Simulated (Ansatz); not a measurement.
## hcp Ti

Level of theory: LDA in Ansatz (plane waves, PAW).

Settings: plane-wave cutoff 500 eV, 20×12×1 k mesh (along the axes of the cell as run), Fermi–Dirac smearing 0.1 eV, scalar-relativistic PAW data made under PBE.

Cell: relaxed at this level.

surface energy of the (10-10) face: 2.30 J/m²
work function of the (10-10) face: 4.17 eV

The slab of 10 atoms is relaxed and unreconstructed.

It cost about 12 core-minutes (a rough figure) of CPU time.

Ansatz is an electronic-structure program.
